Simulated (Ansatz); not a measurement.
**[NO2]+ (SMILES O=[N+]=O) at BHLYP/STO-3G**

Aim: the energy change on altering one bond length of [NO2]+ at BHLYP/STO-3G, from 2 runs. 

Program for the calculation: Ansatz 0.2.0.

12 further runs of the same task are left out: 10 that didn't finish, 2 set aside as unsound or not needed.

### Step 1. The structure to begin with

The species is [NO2]+ (3 atoms), meant as a singlet with charge +1. SMILES: `O=[N+]=O`. The shape is that of a PBE0-D4/def2-TZVP optimisation.

Bond lengths: O1–N2 1.110 Å, N2–O3 1.110 Å. Angles: O1–N2–O3 180.0°.

### Step 2. A single-point energy at BHLYP/STO-3G

The input, in.yaml:

```yaml
crystal:
  periodic: [false, false, false]
  atoms:
    - {symbol: O, position_ang: [-0.572980, 0.927020, -0.209580]}
    - {symbol: "N", position_ang: [-0.000010, -0.000010, -0.000000]}
    - {symbol: O, position_ang: [0.572990, -0.927010, 0.209580]}
basis:
  gaussian:
    orbitals: STO-3G
total_charge: 1
hamiltonian:
  xc: {name: BHLYP}
accuracy: high
```

Command:

```bash
ansatz run in.yaml --threads 1 --pin off --max-ram 3480MiB --events-out events.jsonl --progress --plain --runs-dir runs
```

Standard output:

```text
Warning: RAYON_NUM_THREADS=1 ignored (pool sized by the plan → 1); use --threads N
Functional definition: BHLYP
  name "BHLYP"
  parameter a = 0.5
  exchange = (1 - a)*b88_x + a*exact_x
  correlation = lyp_c
251 factors; integrals over basis functions are off by at most 3.2e-8 eV
mean field evaluation 1: about -5487.8290 eV, gradient 3.6e1 eV
mean field evaluation 2: about -5487.8849 eV, gradient 3.5e1 eV
mean field evaluation 4: about -5490.7260 eV, gradient 1.8e-2 eV
mean field evaluation 8: about -5490.7540 eV, gradient 8.3e-3 eV
mean field evaluation 16: about -5490.7540 eV, gradient 6.8e-9 eV
mean field -5490.75401446 eV, -201.7814882645 hartree, gradient 7.8e-9 eV, S^2 0.000000; 0 other end points of the search recorded, 0 dependent functions left out
reference -5490.75402471 eV, -201.7814886415 hartree; 11, 11 occupied and 4, 4 virtual orbitals, 251 factors
Total energy: -5490.75402471 eV, -201.7814886415 hartree
```

It took 0.57 s on 1 thread of Intel Xeon Platinum 8488C (Sapphire Rapids), shared host.

### Step 3. The distorted shape

The input, molecule.yaml:

```yaml
crystal:
  periodic: [false, false, false]
  atoms:
    - {symbol: O, position_ang: [-0.716212, 1.158761, -0.261971]}
    - {symbol: N, position_ang: [-0.000010, -0.000010, -0.000000]}
    - {symbol: O, position_ang: [0.572990, -0.927010, 0.209580]}
basis:
  gaussian:
    orbitals: STO-3G
hamiltonian:
  xc: {name: BHLYP}
accuracy: high
total_charge: 1
```

Command:

```bash
ansatz run molecule.yaml --threads 1 --pin off --max-ram 3480MiB --events-out events.jsonl --progress --plain --runs-dir runs
```

Standard output:

```text
Warning: RAYON_NUM_THREADS=1 ignored (pool sized by the plan → 1); use --threads N
Functional definition: BHLYP
  name "BHLYP"
  parameter a = 0.5
  exchange = (1 - a)*b88_x + a*exact_x
  correlation = lyp_c
249 factors; integrals over basis functions are off by at most 2.5e-8 eV
mean field evaluation 1: about -5486.2698 eV, gradient 4.1e1 eV
mean field evaluation 2: about -5438.3270 eV, gradient 1.4e2 eV
mean field evaluation 4: about -5490.8424 eV, gradient 1.2e0 eV
mean field evaluation 8: about -5490.8750 eV, gradient 1.3e-1 eV
mean field evaluation 16: about -5490.8750 eV, gradient 1.8e-5 eV
mean field -5490.87503024 eV, -201.7859355127 hartree, gradient 4.0e-8 eV, S^2 0.000000; 0 other end points of the search recorded, 0 dependent functions left out
reference -5490.87504072 eV, -201.7859358977 hartree; 11, 11 occupied and 4, 4 virtual orbitals, 249 factors
Total energy: -5490.87504072 eV, -201.7859358977 hartree
```

Run time: 0.57 s. Hardware: 1 thread of Intel Xeon Platinum 8488C (Sapphire Rapids), shared host.

### Step 4. Results

Level: BHLYP/STO-3G.

| quantity | value |
| --- | --- |
| first shape: total energy | -201.78149 Eh |
| distorted shape: total energy | -201.78594 Eh |
| energy change with the O1–N2 bond stretched from 1.110 to 1.387 Å | -0.121 eV |

With the O1–N2 bond stretched from 1.110 to 1.387 Å the energy falls by 0.12 eV (11.7 kJ/mol). The first shape isn't relaxed at this level, so the change isn't measured from a minimum. The minimal basis adds a large error of its own.
